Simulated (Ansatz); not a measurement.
Rutile TiO2 was calculated with LDA (PAW; Ansatz, a quantum-chemistry and plane-wave program).

Run with plane-wave cutoff 500 eV, 8×8×10 k mesh (along the axes of the cell as run), gaussian smearing 0.02 eV, no spin polarisation, scalar-relativistic PAW data made under PBE.

Cell (relaxed at this level):

```
CELL_PARAMETERS angstrom
      4.54840     0.00000     0.00000
      0.00000     4.54840     0.00000
      0.00000     0.00000     2.91709
ATOMIC_POSITIONS crystal
  Ti 0.00000 0.00000 0.00000
  Ti 0.50000 0.50000 0.50000
  O  0.30397 0.30397 0.00000
  O  0.80397 0.19603 0.50000
  O  0.19603 0.80397 0.50000
  O  0.69603 0.69603 0.00000
```

**Question.** Estimate the band gap that the calculation returns.

**Answer.** 
band gap: 1.86 eV (on the SCF k mesh)
